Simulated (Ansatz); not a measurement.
C2H2P− (SMILES C#C[PH-]): methods side by side

C2H2P− has 5 atoms, charge -1, and is taken as a singlet. SMILES: `C#C[PH-]`. The coordinates come from a GFN2-xTB relaxation.

```jsonl
{"atom": "C", "x (Å)": "-1.1107", "y (Å)": "-0.6085", "z (Å)": "-0.0011"}
{"atom": "C", "x (Å)": "0.0255", "y (Å)": "-0.1991", "z (Å)": "0.0753"}
{"atom": "P", "x (Å)": "1.6912", "y (Å)": "0.2305", "z (Å)": "0.2714"}
{"atom": "H", "x (Å)": "-2.1126", "y (Å)": "-0.9174", "z (Å)": "-0.1007"}
{"atom": "H", "x (Å)": "1.5066", "y (Å)": "1.4946", "z (Å)": "-0.2449"}
```

Each level gives the energy change with the P3–H5 bond stretched from 1.378 to 1.722 Å (eV). The values are calculated.

| level | kind | program | value (eV) | less FCI/STO-3G | CPU time (all runs) |
| --- | --- | --- | --- | --- | --- |
| HF/STO-3G (restricted) | Hartree–Fock | Ansatz | 0.98 | +0.35 | 0.23 s |
| r2SCAN/STO-3G (restricted) | meta-GGA | Ansatz | 0.64 | +0.01 | 5.3 s |
| B3LYP/STO-3G (restricted) | global hybrid | Ansatz | 0.63 | 0.00 | 2.3 s |
| r2SCAN0/STO-3G (restricted) | hybrid meta-GGA | Ansatz | 0.77 | +0.14 | 5.4 s |
| wB97M-V/STO-3G (restricted) | range-separated hybrid | Ansatz | 0.73 | +0.10 | 37 s |
| wB97X/STO-3G (restricted) | range-separated hybrid | Ansatz | 0.78 | +0.15 | 10 s |
| B2PLYP/STO-3G (restricted) | double hybrid | Ansatz | 0.71 | +0.08 | 3 s |
| RPA@PBE/STO-3G (restricted) | RPA | Ansatz | 0.54 | -0.09 | 3.2 s |
| FCI/STO-3G | exact in the basis | Ansatz | 0.63 | 0.00 | 1.9 min |

FCI/STO-3G is exact within its basis and frozen core, so for wave-function methods in that basis the difference is their error; functionals converge differently with the basis, so for them it is only a difference. Sets without diffuse functions describe the anion poorly. The first shape isn't each level's own minimum. The values span 0.54 to 0.98 eV. All rows use very small basis sets, so even the best lies far from the true value. Times are those of the runs behind each value, whatever else they computed, on shared processors of several kinds: orders of magnitude only.
